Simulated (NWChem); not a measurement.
# Ionisation of H$_{2}$Si

```xyz
3

Si     0.0000     0.0000     0.1341
H      1.0961     0.0000    -0.9390
H     -1.0961     0.0000    -0.9390
```
Charge 0, spin multiplicity 1.

Program: NWChem. Structure: optimised with PBE0/def2-SVP, a minimum by its harmonic frequencies.

Basis set: def2-TZVPD. −ε marks an orbital energy of the parent.

B3LYP has NWChem's definition, with VWN1-RPA local correlation. The structure started from a generated list of species.

Task: Order these methods by the first vertical ionisation energy they give, lowest first: −ε(HOMO) of HF, −ε(HOMO) of B3LYP, −ε(HOMO) of PBE, −ε(HOMO) of r2SCAN, G0W0@HF, G0W0@PBE.

Result: −ε(HOMO) of PBE (5.86 eV), −ε(HOMO) of r2SCAN (6.05 eV), −ε(HOMO) of B3LYP (6.73 eV), G0W0@PBE (9.08 eV), −ε(HOMO) of HF (9.25 eV), G0W0@HF (9.57 eV)
